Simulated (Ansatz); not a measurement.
# B2H4O: ionisation energy by level of theory

Aim: the vertical ionisation energy of B2H4O, as cation minus neutral at the neutral's geometry, on several levels, and how well −ε(HOMO) stands in for it.

Program: Ansatz 0.2.0, Gaussian basis. Level of theory: unrestricted cation, the program's frozen cores in correlated methods. These are calculated values, not measurements.

The runs, in order: UKS PBE-D4/def2-TZVPP; UKS r2SCAN-D4/def2-TZVPP; UKS PBE0-D4/def2-TZVPP; UKS B3LYP-D4/def2-TZVPP; UKS wB97X-V/def2-TZVPP; UKS wB97M-V/def2-TZVPP; UKS B2PLYP/def2-TZVPP; UHF-CCSD(T)/def2-TZVPP; UHF-MP2/def2-QZVPP; extrapolation to the limit; then −ε(HOMO) from the neutral's earlier runs with LDA (SPW92), PBE-D4, revPBE-D4, BLYP-D4, r2SCAN-D4, B97M-V, PBE0-D4, B3LYP-D4, r2SCANh-D4, r2SCAN0-D4, HSE06-D4, BHLYP-D4, CAM-B3LYP-D4, LC-ωPBE, ωB97X-V, ωB97M-V.

## 1. The geometry

The geometry comes from an earlier relaxation with PBE0-D4 in a triple-zeta def2 set; it is a stationary point, not always the lowest conformer.

SMILES `BBO`, 7 atoms, charge 0, spin multiplicity 1.

Atoms are counted from 1 here; the program's logs count them from 0.

Bond lengths: B1–B2 1.671 Å, B1–H4 1.200 Å, B1–H5 1.200 Å, B2–O3 1.357 Å, B2–H6 1.214 Å, O3–H7 0.960 Å. Angles: B2–B1–H4 122.0°, B2–B1–H5 122.0°, H4–B1–H5 115.8°, B1–B2–O3 123.3°, B1–B2–H6 118.1°, O3–B2–H6 118.6°, B2–O3–H7 113.4°.

As a file:

| atom | x (Å) | y (Å) | z (Å) |
| --- | --- | --- | --- |
| B1 | -1.00297 | 0.18291 | -0.64254 |
| B2 | 0.32457 | 0.03314 | 0.36084 |
| O3 | 1.39176 | -0.75473 | 0.07351 |
| H4 | -1.97539 | -0.50829 | -0.51698 |
| H5 | -1.08094 | 1.05008 | -1.46781 |
| H6 | 0.33001 | 0.66305 | 1.39839 |
| H7 | 2.07416 | -0.73426 | 0.74899 |

## 2. Cation, UKS PBE-D4/def2-TZVPP

The input, in.yaml:

```yaml
crystal:
  periodic: [false, false, false]
  atoms:
    - {symbol: B, position_ang: [-1.002971, 0.182913, -0.642538]}
    - {symbol: B, position_ang: [0.324573, 0.033139, 0.360837]}
    - {symbol: O, position_ang: [1.391762, -0.754733, 0.073514]}
    - {symbol: H, position_ang: [-1.975391, -0.508287, -0.516977]}
    - {symbol: H, position_ang: [-1.080944, 1.050077, -1.467807]}
    - {symbol: H, position_ang: [0.330014, 0.663048, 1.398386]}
    - {symbol: H, position_ang: [2.074156, -0.734258, 0.748986]}
basis:
  gaussian: {orbitals: def2-TZVPP}
total_charge: 1
magnetization: {spin_polarized: true, initial_magnetization: 1}
hamiltonian: {xc: pbe, dispersion: d4}
```

On the command line:

```
ansatz run in.yaml --threads 2 --pin off --events-out ev --progress --plain --max-ram 4352MiB
```

After this run come: Cation, UKS r2SCAN-D4/def2-TZVPP; Cation, UKS PBE0-D4/def2-TZVPP; Cation, UKS B3LYP-D4/def2-TZVPP; Cation, UKS wB97X-V/def2-TZVPP; Cation, UKS wB97M-V/def2-TZVPP; Cation, UKS B2PLYP (frozen core)/def2-TZVPP; Cation, UHF-CCSD(T)/def2-TZVPP; Cation, UHF-MP2/def2-QZVPP.

Before running them: what should the planned runs give, taken together? Wanted: ionisation energy, CCSD(T)/CBS; nearest functional by difference; nearest −ε(HOMO); −ε(HOMO) of PBE; T1 of the cation.

As calculated:

| quantity | value |
| --- | --- |
| ionisation energy, CCSD(T)/CBS | 10.81 eV |
| nearest functional by difference | ωB97M-V (-0.19 eV) |
| nearest −ε(HOMO) | LC-ωPBE (-0.04 eV) |
| −ε(HOMO) of PBE | 6.57 eV |
| T1 of the cation | 0.028 |

In words: By cation minus neutral, the functionals miss by 0.63 eV at most. −ε(HOMO) of PBE misses by 4.2 eV, since self-interaction lifts the level. Among orbital estimates LC-ωPBE comes nearest. Hartree-Fock falls 0.78 eV short, as the neutral has more correlation energy than the cation.
